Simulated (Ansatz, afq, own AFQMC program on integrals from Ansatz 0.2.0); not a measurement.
# Where AFQMC and coupled cluster stand for AlNH$_{3}$, doublet

```tsv
atom	x (Å)	y (Å)	z (Å)
Al	0.0000	0.0000	0.5851
N	0.0000	0.0000	-1.1592
H	0.0000	1.4073	1.3050
H	0.0000	-1.4073	1.3050
H	0.0000	0.0000	-2.1640
```

Connectivity, by distances: AlH2–NH.

Basis cc-pVDZ. Only valence electrons are correlated. AFQMC by an in-house program on the Cholesky factors that Ansatz 0.2.0 writes for its CCSD(T) run. The CISD trial takes its coefficients from CCSD amplitudes. Released means that phaseless walkers are propagated on without the constraint, phases kept. ± is one standard error of the sampling.

Determinant: ROHF, the one that the program's search chose, which needn't be the lowest solution. The geometry is a point of a scan.

No full CI on the walks' own integrals is used here; CCSDT(Q) serves as the reference and is uncertain by about the last step of the cluster series.

The T1 diagnostic is 0.0234. The weight of the determinant in the CISD state is 0.891 and the size of the correlated space is 11 electrons in 41 orbitals.

```json
{"level": "MP2", "correlation energy (eV)": "-5.6122"}
{"level": "CCSD", "correlation energy (eV)": "-6.5068"}
{"level": "CCSD(T)", "correlation energy (eV)": "-6.6406"}
```

Question: Estimate where phaseless AFQMC with the Hartree–Fock trial lies against CCSD(T) on the same integrals.

Answer: 1.7 ± 5.9 kJ/mol above CCSD(T). The gap is under twice the noise, so this walk alone can't tell the two apart.

Reference: CCSDT(Q), correlation energy -6.678 eV. The released energy is read at 1.62 1/Eh, later times being too noisy (meV from the phaseless value at times in 1/Eh: 1 ± 13 at 0.24, -11 ± 15 at 0.51, -38 ± 12 at 0.99, -14 ± 14 at 1.62, -27 ± 20 at 2.40).

```
         level  E − E(reference) (kJ/mol)  share of correlation (%)
       CCSD(T)                        3.6                     99.44
         CCSDT                        1.1                     99.83
   ph-AFQMC/HF                  5.3 ± 5.9                     99.18
 ph-AFQMC/CISD                  2.4 ± 1.0                     99.63
released AFQMC                  1.0 ± 1.3                     99.84
```

A walk keeps the symmetry of its determinant, which the program's search chose and which needn't be the lowest solution, so a lower state of the same spin and another symmetry isn't excluded. Released energies are given only where the last usable release times agree within the noise; a slower fall can still hide under it.
